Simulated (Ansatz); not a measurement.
V, bcc: geometry optimisation

Computed with Ansatz 0.2.0, DFT, BLYP, plane waves (420 eV) with PAW, scalar-relativistic. The PAW files were generated under PBE, with cores re-solved for the functional.

k-point mesh 15×15×15, Fermi-Dirac smearing 0.1 eV, no spin polarisation. Cell and atoms relax.

Starting structure:

```yaml
crystal:
  lattice:
    - [-1.512, 1.512, 1.512]
    - [1.512, -1.512, 1.512]
    - [1.512, 1.512, -1.512]
  atoms:
    - { symbol: V, position: [0.0, 0.0, 0.0] }
hamiltonian:
  xc: blyp
  pseudopotentials:
    kind: paw
    azcp:
      V: "pseudopotentials/V.paw.azcp"
basis:
  ecutwfc: 420
  fft_grid_basis: typed
kpoints:
  mp_grid: { grid: [15, 15, 15], shift: [0, 0, 0] }
magnetization:
  spin_polarized: false
scf:
  occupations: { method: fermi_dirac, width: 0.1 }
relax:
  max_steps: 60
  f_tol: 0.01
  cell: {}
```

Question: What cell does the relaxation end in?

Answer: Im-3m with a = 3.027 Å; 13.86 Å³ per atom against 13.83 at the start (0.3 %).

Question: How much energy does the relaxation gain?

Answer: 0.1 meV per atom.

Path of the relaxation (the plane waves are chosen anew near the end, which can shift the energy a little):

```csv
step,E − E(final) (meV/atom),V (Å³/atom),P (GPa),max force (eV/Å)
0,0.06,13.827,0.46,0.000
1,0.02,13.869,-0.05,0.000
2,0.02,13.864,0.00,0.000
3,0.00,13.864,0.00,0.000
```
